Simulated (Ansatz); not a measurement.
The input, for Ansatz 0.2.0:

```yaml
crystal:
  periodic: [false, false, false]
  atoms:
    - {symbol: Cl, position_ang: [0.000000, 0.885306, 1.303423]}
    - {symbol: Ge, position_ang: [0.000000, 0.087359, -0.983890]}
    - {symbol: Si, position_ang: [0.000000, -1.343486, 0.899379]}
basis:
  gaussian: {orbitals: def2-SVP, point_charges: [{charge: -0.50, position_ang: [3.705, -0.420, -0.171]}]}
total_charge: 1
magnetization: {spin_polarized: true, initial_magnetization: 2}
hamiltonian: {xc: {name: PBE0}}
correlation: {method: bccd, electrons: outside_noble_gas}
```

```sh
$ ansatz run in.yaml --threads 1 --pin off --events-out ev --progress --plain --max-ram 2393MiB
```

The program prints:

```
637 factors; integrals over basis functions are off by at most 8.7e-4 eV
mean field evaluation 1: about -76880.3012 eV, gradient 2.2e1 eV
mean field evaluation 2: about -76880.3183 eV, gradient 2.2e1 eV
mean field evaluation 4: about -76883.3501 eV, gradient 3.9e0 eV
mean field evaluation 8: about -76883.4679 eV, gradient 2.0e-1 eV
mean field evaluation 16: about -76883.4684 eV, gradient 1.5e-4 eV
mean field -76883.46841174 eV, -2825.4153506448 hartree, gradient 6.0e-6 eV, S^2 2.009510; 0 other end points of the search recorded, 0 dependent functions left out
24 core orbitals not correlated: weight in the atoms' cores, before any rotation towards them, 0.999 or more for the frozen orbitals, at most 0.000 for the correlated occupied ones
reference -76819.19549707 eV, -2823.0533645964 hartree; 8, 6 occupied and 36, 38 virtual orbitals, 637 factors
second order -7.40486923 eV of doubles, -0.24617712 eV of singles
cycle   1  -7.94596517 eV  change   -3.1e-1 eV  update   9.9e-2
cycle   2  -8.17391335 eV  change   -2.3e-1 eV  update   3.7e-2
cycle   3  -8.26647040 eV  change   -9.3e-2 eV  update   1.7e-2
cycle   4  -8.26970744 eV  change   -3.2e-3 eV  update   5.7e-3
cycle   5  -8.26927470 eV  change    4.3e-4 eV  update   3.1e-3
cycle   6  -8.26928097 eV  change   -6.3e-6 eV  update   1.5e-3
cycle   7  -8.26912077 eV  change    1.6e-4 eV  update   8.5e-4
cycle   8  -8.26922026 eV  change   -9.9e-5 eV  update   5.8e-4
cycle   9  -8.26930548 eV  change   -8.5e-5 eV  update   3.6e-4
cycle  10  -8.26917513 eV  change    1.3e-4 eV  update   1.9e-4
cycle  11  -8.26925714 eV  change   -8.2e-5 eV  update   9.9e-5
cycle  12  -8.26926176 eV  change   -4.6e-6 eV  update   4.7e-5
cycle  13  -8.26928014 eV  change   -1.8e-5 eV  update   2.0e-5
cycle  14  -8.26928356 eV  change   -3.4e-6 eV  update   1.0e-5
Total energy: -76827.46478063 eV, -2823.3572551621 hartree
```

Ran on 1 thread of Arm Neoverse V1, shared host: 6 s wall, 0.19 GiB peak host memory.
